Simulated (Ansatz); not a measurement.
A made-up structure of AlBH$_{2}$Cl, doublet:

```
5
angstrom
B -1.1331 -0.7297 0.0109
Al 0.6457 0.2517 0.1192
Cl -0.6193 -2.1401 -1.0875
H -2.1731 -1.2965 -0.0523
H 1.8527 -0.1745 1.0387
```

It is relaxed with PBE-D4/def2-SVP and then PBE0-D4/def2-TZVP (Ansatz 0.2.0). Atoms count as bonded within 1.22 times the sum of their covalent radii (H–H: 0.88 Å). The end point is not checked to be a true minimum.

(1) Does its bonding change? (A judgement: the text doesn't fix the answer.)

Results:

(1) The calculation gives: No: no bond forms or breaks.

Where it ends: The first stage lowers the energy by 0.96 eV in 12 steps. It ends as AlBH₂Cl ([AlH][BH][Cl]):
| atom | x (Å) | y (Å) | z (Å) |
| --- | --- | --- | --- |
| B1 | -0.9832 | -1.1001 | -0.2001 |
| Al2 | 0.6299 | 0.1689 | 0.1817 |
| Cl3 | -0.8008 | -2.3764 | -1.3966 |
| H4 | -2.0950 | -0.9169 | 0.2024 |
| H5 | 1.8220 | 0.1353 | 1.2416 |

Labels in which every atom is bracketed show which atoms are joined, not bond orders.

For scale, one of the runs: PBE0-D4/def2-TZVP relaxation, 117 basis functions, launched by `ansatz run in.yaml --threads 2 --pin off --events-out ev --progress --plain --max-ram 4352MiB`. The run took about 32 s on 2 CPU threads of an Arm Neoverse V1 (shared host).
